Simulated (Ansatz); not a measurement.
# H₂O (singlet): from Hartree-Fock to the top rungs at distance O1–H2 = 1.304 Å, cc-pVDZ

One table from this session's results is given with a row withheld; the runs are named, their logs left out.

Computed with Ansatz 0.2.0, Gaussian basis. Level: cc-pVDZ, core rule «outside noble gas», up to 1 orbitals frozen.

To be run: UHF; CCSD(T) on RHF; BCCD(T) on RHF; CISD; CCSDT(Q) on RHF; CCSDTQ on RHF; CASSCF and MRCISD+Q, 2 electrons in 2 orbitals; CASSCF and NEVPT2, 2 electrons in 2 orbitals; CASSCF and MRCISD+Q, 8 electrons in 6 orbitals; CASSCF and NEVPT2, 8 electrons in 6 orbitals; Full CI.

## The geometry

The geometry derives from a PBE0/def2-TZVP stationary point (not a proven minimum). One bond is set to the value named and the two fragments are kept rigid.

3 atoms, charge 0, spin multiplicity 1.

Atoms are counted from 1 here; the program's logs count them from 0.

Bond lengths: O1–H3 0.960 Å.

The first run:

in.yaml reads:

```yaml
crystal:
  periodic: [false, false, false]
  atoms:
    - {symbol: O, position_ang: [0.000000, -0.077043, 0.015296]}
    - {symbol: H, position_ang: [0.000000, 0.716243, -1.019650]}
    - {symbol: H, position_ang: [0.000000, 0.506685, 0.776846]}
basis:
  gaussian: {orbitals: cc-pVDZ}
magnetization: {spin_polarized: true, initial_magnetization: 0}
hamiltonian: {xc: hf}
output: {orbitals: {seedname: orbitals}}
```

Command:

```
$ ansatz run in.yaml --threads 1 --pin off --events-out ev --progress --plain --max-ram 2816MiB --backend cpu
```

Steps of the session up to this table: UHF; CCSD(T) on RHF; BCCD(T) on RHF; CISD; CCSDT(Q) on RHF; CCSDTQ on RHF; CASSCF and MRCISD+Q, 2 electrons in 2 orbitals; CASSCF and NEVPT2, 2 electrons in 2 orbitals; CASSCF and MRCISD+Q, 8 electrons in 6 orbitals; CASSCF and NEVPT2, 8 electrons in 6 orbitals; Full CI.

One table of the session follows, with a row left open; its other results are not shown here.

```
          method  from FCI (meV)
             RHF         +6259.9
            RMP2          +442.8
            CISD          +428.5
           RCCSD          +141.7
        RCCSD(T)           +25.9
         BCCD(T)               ?
          RCCSDT           +19.4
       RCCSDT(Q)            -0.8
         RCCSDTQ            +1.0
     CASSCF pair         +5178.1
     NEVPT2 pair          +329.9
     MRCISD pair          +271.6
   MRCISD+Q pair           +38.6
  CASSCF valence         +4302.5
  NEVPT2 valence          +601.1
  MRCISD valence          +167.7
MRCISD+Q valence           +10.5
             FCI               0
```

Estimate the missing values for BCCD(T).

As computed: from FCI (meV): +26.9. In the column «from FCI (meV)» it lies between RCCSD(T) (+25.9) and MRCISD+Q pair (+38.6).
